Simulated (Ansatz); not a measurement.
A CCSD(T) single point on CH₂ (triplet).

```yaml
crystal:
  periodic: [false, false, false]
  atoms:
    - {symbol: C, position_ang: [0.000000, 0.000000, 0.092389]}
    - {symbol: H, position_ang: [0.000000, 0.996169, -0.322146]}
    - {symbol: H, position_ang: [-0.000000, -0.996169, -0.322146]}
basis:
  gaussian: {orbitals: def2-QZVPP}
magnetization: {spin_polarized: true, initial_magnetization: 2}
correlation: {method: ccsd_t}
scf: {omitted_lower_state_checks: [cluster_reference]}
```

```sh
$ ansatz run in.yaml --threads 2 --pin off --events-out ev --progress --plain --max-ram 32768MiB --backend cpu
```

The program prints (abridged):

```
Functional definition: HF
688 factors; integrals over basis functions are off by at most 8.5e-4 eV
mean field evaluation 1: about -1058.9061 eV, gradient 9.6e0 eV
mean field evaluation 2: about -1058.9070 eV, gradient 9.6e0 eV
mean field evaluation 4: about -1059.6050 eV, gradient 1.2e0 eV
mean field evaluation 8: about -1059.6264 eV, gradient 4.3e-4 eV
mean field -1059.62637431 eV, -38.9405510154 hartree, gradient 1.1e-6 eV, S^2 2.016829; 0 other end points of the search recorded, 0 dependent functions left out
1 core orbitals not correlated: weight in the atoms' cores, before any rotation towards them, 1.000 or more for the frozen orbitals, at most 0.000 for the correlated occupied ones
reference -1059.62637431 eV, -38.9405510154 hartree; 4, 2 occupied and 112, 114 virtual orbitals, 688 factors
second order -3.41471738 eV of doubles, -0.00000000 eV of singles
cycle   1  -3.75157382 eV  change   -3.4e-1 eV  update   3.8e-2
cycle   2  -3.88210710 eV  change   -1.3e-1 eV  update   1.5e-2
cycle   3  -3.89280172 eV  change   -1.1e-2 eV  update   5.4e-3
cycle   4  -3.89348578 eV  change   -6.8e-4 eV  update   1.8e-3
cycle   5  -3.89366361 eV  change   -1.8e-4 eV  update   5.6e-4
cycle   6  -3.89373954 eV  change   -7.6e-5 eV  update   1.8e-4
cycle   7  -3.89379320 eV  change   -5.4e-5 eV  update   6.6e-5
cycle   8  -3.89379268 eV  change    5.2e-7 eV  update   2.1e-5
cycle   9  -3.89378611 eV  change    6.6e-6 eV  update   5.7e-6
perturbative correction -0.10487301 eV, -0.0038540120 hartree
Total energy: -1063.62503344 eV, -39.0874990278 hartree
Checks for a lower state left out: cluster_reference
```

It took 3.6 s on 2 threads of an AMD EPYC 7R13 on a shared host, with 0.73 GiB of host memory at the peak.

The correlation energy is -3.999 eV, 2.6 % of it from (T); the T1 diagnostic reads 0.0121.
